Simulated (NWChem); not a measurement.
# fluoromethane (CH3F); SMILES CF

Program: NWChem. Medium grid unless said otherwise, to which SCAN and Minnesota functionals are sensitive. All runs use the structure optimised with B3LYP/6-31G* (spherical d). Level r2SCAN/def2-SVP: energy and gradient; each run changes one setting, and changes count from the defaults (medium grid, exact Coulomb integrals, symmetry on).

| setting | size of the energy change (μHa) | largest change of a gradient component (μHa/bohr) |
|---|---|---|
| defaults | < 10 | < 30 |
| symmetry off | < 10 | other frame |
| Coulomb fitting, Ahlrichs set | 300 | 100 |
| Becke weights | 10 | 80 |
| coarse grid | 200 | 500 |
| tight SCF thresholds and tolerances | < 10 | < 30 |
